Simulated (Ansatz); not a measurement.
Potential energy curve for SMILES C=C=O (C₂H₂O). The C1–C4 bond (C1 also carries H, H; C4 carries O) is pulled apart rigidly from the PBE0/def2-TZVP optimised geometry.

Computed with CCSD(T) on UHF/cc-pVTZ, frozen core (Ansatz, a program for electronic structure).

Problem. Relative to R = 1.31 Å, what are the energies at R = 1.25, 1.59, 1.76, 1.97 Å?

Solution. 0.159 eV at 1.25 Å, 1.324 eV at 1.59 Å, 2.632 eV at 1.76 Å, 4.182 eV at 1.97 Å.

The unrestricted determinant behind UCCSD(T) is spin-contaminated at 1.97 to 4.60 Å (<S²> up to 1.0, against 0.00 for a pure singlet).
